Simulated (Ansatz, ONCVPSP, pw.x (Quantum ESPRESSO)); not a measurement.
**pw.x on diamond Si: one setting changed**

Potential: optimised norm-conserving Vanderbilt (ONCV), ONCVPSP 4.0.1.1 (patched build), PBE; core [Ne], reference 3s1 3p3; waves: 3s: rc 1.45 bohr, ncon 3, nbas 7, qcut 4.5 1/bohr, 2 projectors, debl 2.5 Ha; 3p: rc 2.20 bohr, ncon 3, nbas 7, qcut 4.4 1/bohr, 1 projector; d scattering state at 0.03 Ha: rc 2.05 bohr, ncon 4, nbas 8, qcut 4.5 1/bohr, 3 projectors, debl 0.7 Ha; local part: polynomial inside 1.10 bohr (lpopt 5, dvloc0 0 Ha); core correction: Teter function fitted to the true core (icmod 2), fcfact 0.65.

The reference run (k-mesh 8³, cutoffs 50/200 Ry, Fermi–Dirac 0.01 Ry, mixing_beta 0.4, conv_thr 1e-9, no spin) gives -0.91 GPa at 20.463 Å³/atom, where all-electron LAPW gives -0.05 GPa. This run, with its own iteration cap, changes ecutrho/ecutwfc to 6.

```
&control
  calculation='scf', prefix='x', pseudo_dir='./', outdir='./tmp', tstress=.true., disk_io='none'
/
&system
  ibrav=0, nat=2, ntyp=1, ecutwfc=50, ecutrho=300, nbnd=11,
  occupations='smearing', smearing='fd', degauss=0.01
/
&electrons
  conv_thr=1e-09, mixing_beta=0.4, electron_maxstep=50
/
ATOMIC_SPECIES
Si 1.0 Si.UPF
CELL_PARAMETERS angstrom
  0.00000000 2.73520428 2.73520428
  2.73520428 0.00000000 2.73520428
  2.73520428 2.73520428 0.00000000
ATOMIC_POSITIONS crystal
Si 0.0000 0.0000 0.0000
Si 0.2500 0.2500 0.2500
K_POINTS automatic
8 8 8 0 0 0
```

```bash
pw.x < Si.scf.in > Si.scf.out
```

Task: How does the run end?

Result: It converges in 13 iterations; the free energy moves by +0.0 meV/atom and the pressure by +0.00 GPa. The result is that of the reference run.

```
Message from routine setup:
     using ibrav=0 with symmetry is DISCOURAGED, use correct ibrav instead
     lattice parameter (alat)  =       7.3098  a.u.
     unit-cell volume          =     276.1823 (a.u.)^3
     number of electrons       =         8.00
     number of Kohn-Sham states=           11
     kinetic-energy cutoff     =      50.0000  Ry
     charge density cutoff     =     300.0000  Ry
     scf convergence threshold =      1.0E-09
     Exchange-correlation= PBE
     number of k points=    29  Fermi-Dirac smearing, width (Ry)=  0.0100
     iteration #  1     ecut=    50.00 Ry     beta= 0.40
     total energy              =     -20.61368843 Ry
     estimated scf accuracy    <       0.09917733 Ry
     iteration #  2     ecut=    50.00 Ry     beta= 0.40
     total energy              =     -20.60676042 Ry
     estimated scf accuracy    <       0.02792258 Ry
     iteration #  3     ecut=    50.00 Ry     beta= 0.40
     total energy              =     -20.61063617 Ry
     estimated scf accuracy    <       0.00013251 Ry
     [... 7 iterations left out ...]
     iteration # 11     ecut=    50.00 Ry     beta= 0.40
     total energy              =     -20.61347050 Ry
     estimated scf accuracy    <       0.00000014 Ry
     iteration # 12     ecut=    50.00 Ry     beta= 0.40
     total energy              =     -20.61347051 Ry
     estimated scf accuracy    <          7.0E-09 Ry
     iteration # 13     ecut=    50.00 Ry     beta= 0.40
     the Fermi energy is     6.2671 ev
!    total energy              =     -20.61347051 Ry
     estimated scf accuracy    <          3.9E-10 Ry
     smearing contrib. (-TS)   =      -0.00025993 Ry
     The total energy is F=E-TS. E is the sum of the following terms:
     one-electron contribution =       4.81807128 Ry
     hartree contribution      =       1.11916433 Ry
     xc contribution           =      -9.87559211 Ry
     ewald contribution        =     -16.67485408 Ry
     convergence has been achieved in  13 iterations
          total   stress  (Ry/bohr**3)                   (kbar)     P=       -9.08
     Message from routine punch:
     Nothing written, as per user request (disk_io='none')
```

The run took about 16 s on one core of a shared host (Neoverse-V2, 32 threads, 247 GiB, load 12).
